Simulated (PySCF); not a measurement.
# F: electron affinity

F⁻ [Ne] (1S) → F [He] 2s2 2p5 (2P), as a difference of total energies. Computed with PySCF 2.14 in dyall-av3z (15s9p3d2f, 71 functions), with no relativity, point nucleus. Correlated levels: valence: 1s2 frozen; virtual orbitals above 40 to 60 times the deepest correlated orbital energy dropped. The calculations carry no spin-orbit coupling.

```tsv
method	electron affinity (eV)
UHF	1.179
MP2 (valence)	3.636
SCS-MP2 (valence)	3.451
CCSD (valence)	3.142
CCSD(T) (valence)	3.308
```

**Question.** How much does correlation contribute at CCSD(T) (valence)?

**Answer.** 3.308 − (1.179) = 2.129 eV, measured against UHF.

A first-order spin-orbit estimate (lowest level to lowest level, LS coupling) adds -0.017 eV.

Errors of the correlated levels include the incompleteness of this basis and the frozen core.

For comparison: 3.401 eV (measured; photodetachment measurements, as compiled on the Wikipedia data page of electron affinities).
